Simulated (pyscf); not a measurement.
Elementary routes open to O=SnH–OH + water (H₂O) in the gas phase (singlet surface):
A. HO–Sn:–OH [singlet] + water (H₂O) (H–Sn, H–O broken; H–O, H–O formed)
B. O=Sn(OH)–OH + hydrogen (H₂) (H–Sn, H–O broken; O–Sn, H–H formed)

Single points on ωB97X-D3(BJ)/def2-SVP structures (PySCF, gas phase).

Q: Rank the routes by free-energy barrier at 900 K, lowest first, for ωB97M-D3(BJ)/def2-TZVP energies (ideal gas, 1 atm, RRHO with modes under 100 cm⁻¹ raised to 100, one conformer, R ln 2 for chiral ones without a mode under 150 cm⁻¹).

A: A (180.5 kJ/mol), B (217.2 kJ/mol)

Route A is the fastest of these, ahead of the next by 36.7 kJ/mol. The most stable products are those of A (ΔG = -264.9 kJ/mol), so kinetics and thermodynamics agree. At 298 K A is still the fastest. A: On the reactant side the descent ends in an adduct with a O–Sn contact (not fully relaxed), 83.6 kJ/mol under the separated species and 131.3 kJ/mol under the saddle at ωB97X-D3(BJ)/def2-TZVP. On the product side the descent ends in a complex, 25.6 kJ/mol under the separated species and 338.5 kJ/mol under the saddle at ωB97X-D3(BJ)/def2-TZVP. B: On the reactant side the descent ends in an adduct with a O–Sn contact, 68.6 kJ/mol under the separated species and 155.8 kJ/mol under the saddle at ωB97X-D3(BJ)/def2-TZVP. Only these routes are compared; each barrier is that of the saddle found, and lower ones may exist. Elements past Kr carry the def2 core potentials, without spin-orbit coupling.
